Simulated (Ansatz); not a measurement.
**B2H2Cl radical: one structure at several levels**

The task here is to estimate one member of a computed series from the others.

Computed with Ansatz 0.2.0, Gaussian basis. Level: single points in def2-TZVPP.

Cores are frozen in the correlated methods. Orbitals are unrestricted.

### Where the work starts

SMILES `[BH]BCl`, 5 atoms, charge 0, spin multiplicity 2.

Atoms are counted from 1 here; the program's logs count them from 0.

Bond lengths: B1–B2 1.516 Å, B1–H4 1.269 Å, B2–Cl3 1.789 Å, B2–H5 1.285 Å. Angles: B2–B1–H4 173.1°, B1–B2–Cl3 123.5°, B1–B2–H5 131.9°, Cl3–B2–H5 103.7°.

As a file:

```
atom    x (Å)    y (Å)    z (Å)
  B1  -0.8987   0.1612  -0.4359
  B2   0.4834   0.0442   0.1768
 Cl3   1.0619  -1.4130   1.0382
  H4  -2.0697   0.3889  -0.8687
  H5   1.5408   0.7641   0.0541
```

Set-up of the first run:

run/in.yaml reads:

```yaml
crystal:
  periodic: [false, false, false]
  atoms:
    - {symbol: B, position_ang: [-0.898700, 0.161200, -0.435900]}
    - {symbol: B, position_ang: [0.483400, 0.044200, 0.176800]}
    - {symbol: Cl, position_ang: [1.061900, -1.413000, 1.038200]}
    - {symbol: H, position_ang: [-2.069700, 0.388900, -0.868700]}
    - {symbol: H, position_ang: [1.540800, 0.764100, 0.054100]}
basis:
  gaussian: {orbitals: def2-TZVPP}
magnetization: {spin_polarized: true, initial_magnetization: 1}
correlation: {method: ccsd_t}
scf: {omitted_lower_state_checks: [cluster_reference]}
output: {forces: true}
```

The command line of these runs was not kept.

Among the steps run: CCSD(T)/def2-TZVPP; PBE0-D4/def2-TZVPP; wB97M-V/def2-TZVPP; r2SCAN-D4/def2-TZVPP; PBE-D4/def2-TZVPP; SPW92/def2-TZVPP; BHLYP-D4/def2-TZVPP.

One table of the session follows, with a row left open; its other results are not shown here.

| method | RMS force component (eV/Å) | angle to CCSD(T) forces (°) | dipole (D) |
| --- | --- | --- | --- |
| CCSD(T) | 1.729 | reference | 2.16 |
| PBE0-D4 | 1.604 | 2.5 | 2.13 |
| wB97M-V | 1.648 | 3.1 | 2.22 |
| r2SCAN-D4 | 1.579 | 1.9 | 2.02 |
| PBE-D4 | 1.474 | 1.2 | 1.86 |
| SPW92 | 1.345 | 6.1 | 1.86 |
| BHLYP-D4 | ? | ? | ? |

**Question.** Estimate the row for BHLYP-D4.

**Answer.** RMS force component (eV/Å): 1.731; angle to CCSD(T) forces (°): 4.1; dipole (D): 2.34. In the column «RMS force component (eV/Å)» it is the highest.
